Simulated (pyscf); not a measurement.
## Four-centre exchange: HGa=AsH + H₂ -> HGa=AsH + H₂

Gas phase, singlet surface, charge 0. Bonds broken: Ga2–H5, H4–H6. Bonds formed: Ga2–H4, H5–H6. Optimised with ωB97X-D3(BJ)/def2-SVP in PySCF.

Transition state (Å):

```xyz
6

As     1.2061     1.7543     0.9182
Ga     0.8764    -0.2587     0.0283
H      0.9699     1.0996     2.2775
H      0.8448    -1.0296    -1.5232
H      0.5182    -1.9113     0.4147
H      0.6361    -1.7522    -0.6851
```

One imaginary mode, 1735i cm⁻¹; descent along it reached the two sides named.

| bond | change | reactant side (Å) | saddle | product side |
|---|---|---|---|---|
| Ga2–H5 | breaks | 1.554 | 1.735 | 2.7 |
| H4–H6 | breaks | 0.764 | 1.126 | 2.7 |
| Ga2–H4 | forms | 2.562 | 1.733 | 1.555 |
| H5–H6 | forms | 2.8 | 1.118 | 0.762 |

Electronic energies relative to the separated reactants (eV):

| level | barrier | reaction energy | reverse barrier |
|---|---|---|---|
| ωB97X-D3(BJ)/def2-TZVP | 1.78 | 0.00 | 1.78 |
| PBE/def2-TZVP | 1.43 | 0.00 | 1.43 |
| r²SCAN/def2-TZVP | 1.48 | 0.00 | 1.48 |
| B3LYP-D3(BJ)/def2-TZVP | 1.66 | 0.00 | 1.66 |
| PBE0-D3(BJ)/def2-TZVP | 1.51 | 0.00 | 1.51 |
| M06-2X/def2-TZVP | 1.76 | 0.00 | 1.76 |
| ωB97M-D3(BJ)/def2-TZVP | 1.72 | 0.00 | 1.72 |
| HF/def2-TZVP | 2.22 | 0.00 | 2.22 |

With ωB97M-D3(BJ)/def2-TZVP energies and thermal terms (ideal gas, 1 atm, RRHO with modes under 100 cm⁻¹ raised to 100, one conformer, R ln 2 for chiral ones without a mode under 150 cm⁻¹), in eV:

```csv
T (K),ΔH‡,ΔG‡,ΔH,ΔG
298,1.75,2.11,0.00,0.00
600,1.71,2.50,0.00,0.00
900,1.70,2.89,0.00,0.00
1200,1.70,3.29,0.00,0.00
```

At the saddle there is also a short Ga–H contact that neither side keeps. The same reactants have a lower exit, to H₂Ga–AsH₂ (barrier +1.15 eV at ωB97M-D3(BJ)/def2-TZVP, against +1.72 eV here). HGa=AsH lies 0.53 eV over its isomer Ga–AsH₂ [singlet] (electronic energy, ωB97M-D3(BJ)/def2-TZVP). This is the saddle that the search found; another between the same sides may lie lower. Elements up to Kr have no core potential and no relativistic terms here.
